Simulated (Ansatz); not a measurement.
# CH₂O₂, SMILES O=CO: the energy of protonation at one site

Computed with the Python package of Ansatz (0.2.0).

Typed at the interpreter:
```pycon
>>> import ansatz as az
>>> import numpy as np
>>> geometry_ang = [
...     ("O", (-0.3537, -0.4125, 1.2159)),
...     ("C", (-0.2526, -0.3556, -0.0036)),
...     ("O", (0.4489, 0.595, -0.6259)),
...     ("H", (-0.5885, -1.0598, -0.7296)),
...     ("H", (0.7958, 1.1593, 0.1017)),
... ]
>>> mol = az.Crystal.molecule()
>>> for symbol, xyz in geometry_ang:
...     mol = mol.atom(symbol, xyz)
...
>>> calc = (
...     mol.calculation()
...     .basis(gaussian="6-31G*")  # atom-centred Gaussian functions
...     .functional("b3lyp")
... )
>>> symbols = [site.symbol for site in mol.cartesian_sites]
>>> start = np.array([site.position_ang for site in mol.cartesian_sites], dtype=float)
>>> summary = calc.relax(force_tolerance=0.01).run(threads=1, backend="cpu").report
>>> end = np.array(summary["positions_ang"])
>>> # put the proton on the side away from the neighbours, slightly off axis
>>> away = sum((end[0] - end[j]) / np.linalg.norm(end[0] - end[j]) for j in [1]) + np.array([0.15, 0.1, -0.2])
>>> proton = end[0] + 1.0 * away / np.linalg.norm(away)
>>> acid = az.Crystal.molecule()
>>> for symbol, place in zip(symbols, end):
...     acid = acid.atom(symbol, place.tolist())
...
>>> acid = acid.atom("H", proton.tolist())
>>> protonated = (
...     acid.calculation()
...     .basis(gaussian="6-31G*")
...     .functional("b3lyp")
...     .charge(1)  # electrons removed from the neutral system
...     .relax(force_tolerance=0.01, max_steps=80)  # relax until the tolerances are met
... )
>>> after = protonated.run(threads=1, backend="cpu").report
>>> xyz = np.array(after["positions_ang"])
>>> reach = np.linalg.norm(xyz[:-1] - xyz[-1], axis=1)
>>> print(f"base {summary['free_energy_ev']:.5f} eV, protonated {after['free_energy_ev']:.5f} eV")
base -5163.50907 eV, protonated -5171.33606 eV
>>> print(f"the proton ends {reach.min():.3f} A from {symbols[reach.argmin()]}{reach.argmin()}")
the proton ends 0.983 A from O0
>>> print(f"electronic proton affinity {(summary['free_energy_ev'] - after['free_energy_ev']):.3f} eV")
electronic proton affinity 7.827 eV
```

Notes:
- Total energies depend on the basis set; only differences at equal settings carry meaning.
- The proton is put on one chosen atom, which needn't be the most basic site, so the molecule's proton affinity can be higher; the ends are stationary points, not checked by frequencies, and zero-point and thermal terms count only where printed.
- b3lyp holds the VWN-RPA fit, as in Gaussian; the form of ORCA and Turbomole is b3lyp5.
- Finished in 55 s on 1 thread of AMD EPYC 7571 (shared host), peak memory 0.2 GiB.

(A comment or docstring line of the script was reworded after the run, the code is as it ran.)
